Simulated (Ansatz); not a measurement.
Molecule: CN, net charge -1, singlet state. 
Geometry from a B3LYP-D3(BJ)/def2-TZVP (Ansatz, a program for electronic structure) optimisation:
```xyz
2

C      0.0000     0.0000    -0.6301
N      0.0000     0.0000     0.5401
```
Charge -1, spin multiplicity 1.

Basis-set convergence of Hartree-Fock and MP2 correlation energies (hartree) with Ansatz. Correlated levels leave the core frozen unless marked. Spin-orbit coupling is left out. No relativistic terms.

```csv
basis,functions,E(HF),"E(corr, MP2)"
aug-cc-pVDZ,46,-92.32422,-0.29399
aug-cc-pVTZ,92,-92.34253,-0.34979
aug-cc-pVQZ,160,-92.34786,-0.36977
```

Extrapolating the two largest sets (X = 3 and 4) as X^-3: E(corr) = (64·(-0.36977) - 27·(-0.34979))/37 = -0.3844 Eh, an estimate of the basis-set limit. The largest set recovers 96.2 % of it, the smallest 76.5 %.
